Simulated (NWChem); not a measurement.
# Correlation energy of ozone (O$_{3}$)

SMILES: O=[O+][O-]
```xyz
3

O     -1.0607     0.0000    -0.2102
O      0.0000     0.0000     0.4204
O      1.0607     0.0000    -0.2102
```
Charge 0, spin multiplicity 1.

The numbers come from NWChem runs, not from measurements. All single points use one geometry, from PBE0/def2-SVP, a minimum by its harmonic frequencies.

Basis set: cc-pVDZ. Each correlation energy counts from its own Hartree-Fock reference.

The correlated methods keep 3 core orbitals frozen. The species is likely to have several important configurations. Coupled-cluster values serve here as a point of comparison, not as the truth.

Problem. For the correlation energy, CCSD(T) gives -628.3 mHa and CCSD+T(CCSD) gives -630.9 mHa. What do MP2, RI-MP2, SCS-MP2 give?

Solution. MP2: -617.6 mHa; RI-MP2: -617.7 mHa; SCS-MP2: -593.3 mHa.
